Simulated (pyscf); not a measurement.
H₂Se + F–GaH₂ → H₂Ga–SeH + hydrogen fluoride (HF) (four-centre exchange; singlet surface; H–Se, F–Ga broken, Ga–Se, F–H formed). Single points on ωB97X-D3(BJ)/def2-SVP structures (PySCF, gas phase). Correlated levels are frozen-core, on RHF or UHF. ΔMP2 is the change of the MP2 total energy from the triple- to the quadruple-zeta basis. Energies in kJ/mol from the separated reactants.

```tsv
level	barrier	reaction energy
r²SCAN/def2-TZVP	-33.5	-10.1
PBE0-D3(BJ)/def2-TZVP	-30.8	-20.2
M06-2X/def2-TZVP	-17.9	-10.6
ωB97M-D3(BJ)/def2-TZVP	-9.8	-7.0
HF/def2-TZVP	53.6	-0.9
CCSD/def2-TZVPP	-3.4	-16.3
CCSD(T)/def2-TZVPP + ΔMP2(QZVPP)	-16.0	-21.3
```

On the reactant side the descent ends in an adduct with a Ga–Se contact, 63.4 kJ/mol under the separated species and 32.8 kJ/mol under the saddle at ωB97X-D3(BJ)/def2-TZVP. On the product side the descent ends in an adduct with a F–Ga contact, 41.8 kJ/mol under the separated species and 35.4 kJ/mol under the saddle at ωB97X-D3(BJ)/def2-TZVP. At r²SCAN, PBE0-D3(BJ), M06-2X, ωB97M-D3(BJ)/def2-TZVP, CCSD, CCSD(T) the saddle lies under the separated reactants, which points to a path from their complex (located at ωB97X-D3(BJ) alone). At r²SCAN, PBE0-D3(BJ), M06-2X, ωB97M-D3(BJ) the saddle lies under the separated products, which points to a path from their complex (located at ωB97X-D3(BJ) alone). What is counted as formed (Ga–Se) is already present as a longer contact in the reactant adduct; forming that adduct is a step of its own. What is counted as broken (F–Ga) persists as a longer contact in the product adduct; parting that adduct is a step of its own. At ωB97X-D3(BJ)/def2-TZVP the barrier from the zero used here is -30.6 kJ/mol. This is the saddle that the search found; another between the same sides may lie lower. The CCSD(T) − MP2 part came from Ansatz, without density fitting, on the same reference. The frozen core leaves the outer d or s,p core shells of the metals and heavy elements correlated in the MP2 and CC values, and def2-TZVPP describes them poorly, which can shift differences by a few kcal/mol. Elements up to Kr have no core potential and no relativistic terms here.
